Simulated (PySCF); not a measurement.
An unknown gives this computed stick spectrum. Theory: PySCF 2.14.0, density-fitted response routines, TDDFT PBE0/def2-SVPD, vertical, gas phase, core orbitals frozen in the response. Geometries: GFN2-xTB, one conformer each.

```csv
state,E (eV),f
S1,3.46,0.0007
S2,4.31,0.0008
S3,6.32,0.109
S4,6.84,0.017
S5,7.06,0.0003
S6,7.62,0.0001
```

Question: Which structure fits? All have the formula C4H7NO.
A. `CC(=O)N1CC1`
B. `[H]/N=C(/C)C(C)=O`
C. `O=C1CCCN1`
D. `CCOCC#N`

Answer: B. Its S1, at 3.46 eV, is the lowest among the candidates; the nearest of the others has S1 at 5.40 eV. S1 is HOMO→LUMO (95%). Löwdin shares by element: HOMO nitrogen 32%, oxygen 24%, carbon 24% or more (atoms not listed hold the other 20%); LUMO carbon 42% or more, oxygen 23%, nitrogen 22%. At the same level the other candidates give, for their lowest levels:
- `CCOCC#N`: 6.83 eV (f 0.002); 7.46 eV (f 0.002); 7.60 eV (f 0.013); 7.79 eV (f 0.002); 8.13 eV (f 0.008); T1 6.32 eV; HOMO -8.34, LUMO 0.02 eV
- `O=C1CCCN1`: 5.75 eV (f 0.000); 6.61 eV (f 0.003); 6.77 eV (f 0.008); 7.22 eV (f 0.133); 7.49 eV (f 0.042); T1 5.26 eV; HOMO -7.17, LUMO 0.50 eV
- `CC(=O)N1CC1`: 5.40 eV (f 0.004); 6.71 eV (f 0.058); 7.02 eV (f 0.082); 7.33 eV (f 0.125); 7.46 eV (f 0.007); T1 4.82 eV; HOMO -7.30, LUMO 0.18 eV

The values belong to the conformer `[H]/[N:3]=[C:2](/[CH3:1])[C:4]([CH3:5])=[O:6]`: C1–C2–C4–C5 0°.
Triplets come from the Tamm–Dancoff approximation.
